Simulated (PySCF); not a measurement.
# NaC (quartet): changing the method

Starting from one script, swap the method and compare what comes out for NaC (quartet).

The runs use PySCF 2.14.0; method and basis as typed in the scripts.

1 further run of the same task is left out (it didn't finish).

## (1) The system as given

NaC (quartet): 2 atoms, charge 0, spin multiplicity 4.

Bond lengths: Na1–C2 2.057 Å.

## (2) Base script

input.py reads:

```python
from pyscf import gto, scf, cc

mol = gto.M(
    atom='Na 0 0 0; C 0 0 2.057',
    basis='cc-pvdz-dk',
    charge=0,
    spin=3,
    verbose=4,
)
mf = scf.UHF(mol)
mf = mf.sfx2c1e()
mf = mf.density_fit(auxbasis='def2-universal-jkfit')
mf.kernel()
mycc = cc.CCSD(mf, frozen=2)
mycc.kernel()
e = mycc.ipccsd(nroots=3)[0]
print('roots (eV) =', (e*27.211386).round(3))
mf.dip_moment()
print('orbital energies (hartree):', [e[max(0, n-3):n+3].round(4) for e, n in zip(mf.mo_energy, mol.nelec)])
```

Run with:

```console
> OMP_NUM_THREADS=1 python input.py
```

## (3) CASCI (ROHF)

Run 1 changes step after the SCF: eomip → casci; SCF type: UHF → ROHF; active space: none → 5 electrons in 6 orbitals.

input.py reads:

```python
from pyscf import gto, scf, mcscf

mol = gto.M(
    atom='Na 0 0 0; C 0 0 2.057',
    basis='cc-pvdz-dk',
    charge=0,
    spin=3,
    verbose=4,
)
mf = scf.ROHF(mol)
mf = mf.sfx2c1e()
mf = mf.density_fit(auxbasis='def2-universal-jkfit')
mf.kernel()
mc = mcscf.CASCI(mf, 6, 5)
mc.kernel()
mc.analyze()
mf.dip_moment()
print('orbital energies (hartree):', mf.mo_energy[..., max(0, mol.nelec[1]-3):mol.nelec[0]+3].round(4))
```

## (4) CISD

Run 2 changes step after the SCF: eomip → cisd.

Edit input.py of step 2 so:

```diff
@@ -1,2 +1,2 @@
-from pyscf import gto, scf, cc
+from pyscf import gto, scf, ci
 
@@ -13,6 +13,3 @@
 mf.kernel()
-mycc = cc.CCSD(mf, frozen=2)
-mycc.kernel()
-e = mycc.ipccsd(nroots=3)[0]
-print('roots (eV) =', (e*27.211386).round(3))
+ci.CISD(mf, frozen=2).kernel()
 mf.dip_moment()
```

## (5) Frozen orbitals none

Run 3 changes frozen orbitals: 2 → none.

Edit input.py of step 2 so:

```diff
@@ -13,3 +13,3 @@
 mf.kernel()
-mycc = cc.CCSD(mf, frozen=2)
+mycc = cc.CCSD(mf)
 mycc.kernel()
```

## (6) SCF alone

Run 4 changes step after the SCF: eomip → none.

Edit input.py of step 2 so:

```diff
@@ -1,2 +1,2 @@
-from pyscf import gto, scf, cc
+from pyscf import gto, scf
 
@@ -13,6 +13,2 @@
 mf.kernel()
-mycc = cc.CCSD(mf, frozen=2)
-mycc.kernel()
-e = mycc.ipccsd(nroots=3)[0]
-print('roots (eV) =', (e*27.211386).round(3))
 mf.dip_moment()
```

## (7) Number of roots 15

Run 5 changes number of roots: 3 → 15.

Edit input.py of step 2 so:

```diff
@@ -15,3 +15,3 @@
 mycc.kernel()
-e = mycc.ipccsd(nroots=3)[0]
+e = mycc.ipccsd(nroots=15)[0]
 print('roots (eV) =', (e*27.211386).round(3))
```

What does the calculation give? Wanted: for each run, E(SCF); from base; gap, α spin; SCF dipole; after the SCF.

**Answer**, as computed:

```csv
run,E(SCF) (hartree),from base (eV),cycles,"gap, α spin (eV)",SCF dipole (D),after the SCF
base,-199.802361,0,11,7.74,7.75,"CCSD correlation -2.463 eV, core frozen, first root 7.02 eV"
CASCI (ROHF),-199.800907,+0.0395,18,n/a,7.70,CASCI correlation -0.015 eV
CISD,-199.802361,0.0000,11,7.74,7.75,"CISD correlation -2.427 eV, core frozen"
frozen orbitals none,-199.802361,0.0000,11,7.74,7.75,"CCSD correlation -2.499 eV, first root 7.02 eV"
SCF alone,-199.802361,0.0000,11,7.74,7.75,n/a
number of roots 15,-199.802361,0.0000,11,7.74,7.75,"CCSD correlation -2.463 eV, core frozen, first root 7.02 eV"
```

Total energies from different bases, Hamiltonians or methods carry different errors, so properties are taken as differences within one set-up.
